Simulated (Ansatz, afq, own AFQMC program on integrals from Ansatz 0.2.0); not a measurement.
## Where AFQMC and coupled cluster stand for CH₂⁺, doublet

| atom | x (Å) | y (Å) | z (Å) |
| --- | --- | --- | --- |
| C | 0.0000 | 0.0000 | 0.0000 |
| H | 0.0000 | 0.0000 | -1.4489 |
| H | 0.0000 | 0.0000 | 1.4489 |

Basis cc-pVDZ. Only valence electrons are correlated. Integrals, coupled cluster, full CI and functionals: Ansatz 0.2.0; the random walks run on the same integrals in our own AFQMC program. ph-AFQMC/CISD is guided by a CISD state made of CCSD amplitudes; releasing the constraint for a short imaginary time cuts its bias at the price of noise, slowly where states lie close. Error bars are statistical, one sigma.

Determinant: ROHF, the one that the program's search chose, which needn't be the lowest solution. The geometry is a point of a scan.

Full CI on the same integrals is exact in this basis and with this determinant's frozen core.

The T1 diagnostic is 0.0242 and the weight of the determinant in the CISD state is 0.926. The size of the correlated space is 5 electrons in 23 orbitals.

| level | correlation energy (eV) |
| --- | --- |
| MP2 | -2.4730 |
| CCSD | -3.2134 |
| CCSD(T) | -3.2755 |

Task: Estimate where full CI lies against CCSD(T) on the same integrals.

Result: 2.1 kJ/mol below CCSD(T).

Reference: full CI, correlation energy -3.298 eV. The released energy is read at 2.40 1/Eh (meV from the phaseless value at times in 1/Eh: -1.1 ± 0.9 at 0.24, -2.8 ± 0.8 at 0.51, -6.0 ± 1.3 at 0.99, -8.2 ± 1.7 at 1.62, -7.8 ± 1.1 at 2.40).

```csv
level,E − E(reference) (kJ/mol),share of correlation (%)
CCSD(T),2.1,99.33
CCSDT,0.3,99.90
CCSDT(Q),0.1,99.98
CCSDTQ,0.0,100.00
ph-AFQMC/CISD,0.7 ± 0.1,99.78
released AFQMC,0.0 ± 0.1,100.01
```

CCSDT and higher add their correlation energy to the determinant of the CCSD(T) run, since their own runs factorise the integrals more tightly (a shift of under 2 meV). A walk keeps the symmetry of its determinant, which the program's search chose and which needn't be the lowest solution, so a lower state of the same spin and another symmetry isn't excluded. Released energies are given only where the last usable release times agree within the noise; a slower fall can still hide under it.
